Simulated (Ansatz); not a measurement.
C4H6F2, SMILES `FC/C=C\CF`. The species carries charge 0 and has multiplicity 1.

```xyz
12

F     2.598    0.817   -0.857
C     1.525    0.029   -0.472
C     0.360    0.919   -0.176
C    -0.857    0.574    0.224
C    -1.380   -0.793    0.481
F    -0.430   -1.770    0.256
H     1.834   -0.549    0.402
H     1.314   -0.667   -1.288
H     0.576    1.974   -0.316
H    -1.588    1.360    0.393
H    -2.237   -1.006   -0.168
H    -1.715   -0.887    1.521
```

List the harmonic frequencies (cm⁻¹, unscaled) at PBE0-D4/def2-TZVP in Ansatz. (Estimate.)

The calculation gave: 14, 97, 162, 307, 399, 437, 635, 762, 926, 982, 1015, 1028, 1044, 1083, 1126, 1242, 1261, 1267, 1366, 1419, 1435, 1483, 1488, 1760, 3029, 3065, 3069, 3114, 3164, 3188.
